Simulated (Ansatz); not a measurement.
**BS+ (quintet): the correlation ladder, def2-TZVPP**

An exercise on one series of results from a longer session: the logs are not shown, and one member is left open.

Computed with Ansatz 0.2.0, Gaussian basis. Level: def2-TZVPP, core rule «outside noble gas», up to 6 orbitals frozen.

Plan: UHF; ROHF; CCSD(T) on UHF.

### What is computed

The geometry is a PBE0/def2-TZVP stationary point (not a proven minimum) of the parent state, kept for this charge and spin.

2 atoms, charge 1, spin multiplicity 5.

Atoms are counted from 1 here; the program's logs count them from 0.

Bond lengths: B1–S2 1.790 Å.

The first run:

The input, in.yaml:

```yaml
crystal:
  periodic: [false, false, false]
  atoms:
    - {symbol: B, position_ang: [0.000000, 0.000000, 0.000000]}
    - {symbol: S, position_ang: [0.000000, 0.000000, 1.789500]}
basis:
  gaussian: {orbitals: def2-TZVPP}
total_charge: 1
magnetization: {spin_polarized: true, initial_magnetization: 4}
hamiltonian: {xc: hf}
output: {orbitals: {seedname: orbitals}}
```

Command:

```
$ ansatz run in.yaml --threads 1 --pin off --events-out ev --progress --plain --max-ram 4096MiB --backend cpu
```

Steps of the session up to this table: UHF; ROHF; CCSD(T) on UHF.

One of the session's tables, all rows but one given; the rest of the session is left out.

| method | from UCCSD(T) (meV) |
| --- | --- |
| ROHF | +4909.5 |
| UHF | +4715.1 |
| UMP2 | +987.8 |
| UCCSD | ? |
| UCCSD(T) | 0 |

Estimate the missing values for UCCSD.

**Answer.** from UCCSD(T) (meV): +176.2. In the column «from UCCSD(T) (meV)» it lies between UCCSD(T) (0) and UMP2 (+987.8).
